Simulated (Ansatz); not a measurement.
Mg2O, relaxed as a triplet with UKS B3LYP-D4/def2-TZVP in Ansatz, starting from the B3LYP-D4/def2-TZVP geometry of the neutral singlet. Force threshold 0.02 eV/Å.

At PBE0-D4/def2-TZVP a broken-symmetry singlet of charge 0 lies 0.07 eV below the triplet, each at its own geometry. The structure comes from a short search, and lower isomers may exist.

Start:

Cartesian coordinates in Å:
```
Mg 1.684 -0.050 -0.650
Mg -1.684 0.050 0.650
O 0.000 0.000 0.000
```

(1) Estimate the energy that the relaxation releases and the steps that it takes.

(2) Does the start keep its bonding and symmetry?

(3) Predict the relaxed structure.

## Answers

(1) 0.00 eV, in 2 steps; 3.2 s on 2 threads of AMD EPYC 7R13 on a shared host. No frequencies were taken in this run, so the end may be a saddle point.

(2) By distances, no bond broke or formed. The bond that changes most is Mg1–O3, from 1.81 to 1.80 Å (atoms count from 1). Point group D∞h at the start, D∞h at the end, both within 0.05 Å.

(3) 
| atom | x (Å) | y (Å) | z (Å) |
| --- | --- | --- | --- |
| Mg1 | 1.683 | -0.050 | -0.649 |
| Mg2 | -1.683 | 0.050 | 0.649 |
| O3 | 0.000 | 0.000 | 0.000 |
Bond lengths (bridged metal pairs left out): 2 × Mg–O 1.80 Å.
